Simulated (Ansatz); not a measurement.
Correlation energies of `NC(N)(F)SS` by basis set

```
atom    x (Å)    y (Å)    z (Å)
  N1   1.5056   0.7674  -0.3519
  C2   0.3224   0.0330  -0.1813
  N3   0.5774  -1.1525   0.5386
  F4  -0.2618  -0.3659  -1.3787
  S5  -0.8665   1.2469   0.5955
  S6  -2.5341   0.1065   0.7904
  H7   1.3742   1.5723  -0.9481
  H8   2.2440   0.1724  -0.7056
  H9  -0.2776  -1.6859   0.6431
 H10   0.9510  -0.9322   1.4522
 H11  -3.0345   0.2381  -0.4542
```

The species carries charge 0 and has multiplicity 1. Geometry: relaxed with PBE0-D4/def2-TZVP. It is one conformer, not always the lowest. Frozen core, restricted reference, Ansatz 0.2.0. CBS rows extrapolate triple and quadruple zeta; past MP2 they add the triple-zeta difference.

```tsv
basis	HF (Eh)	MP2 corr.	CCSD corr.	(T)	CCSD(T) total
def2-SVP	-1043.73055	-0.92178	-0.97436	-0.02773	-1044.73264
def2-TZVPP	-1044.31368	?	-1.23737	-0.05296	?
def2-QZVPP	?	-1.29278	–	–	–
CBS(def2)	?	-1.36601	?	as TZ	?
```

**Question.** Fill in the withheld values. (Best estimate.)

**Answer.** The calculation gave: def2-TZVPP MP2 corr.: -1.19391; def2-TZVPP CCSD(T) total: -1045.60401; def2-QZVPP HF (Eh): -1044.34746; CBS(def2) HF (Eh): -1044.35211; CBS(def2) CCSD corr.: -1.40947; CBS(def2) CCSD(T) total: -1045.81454.
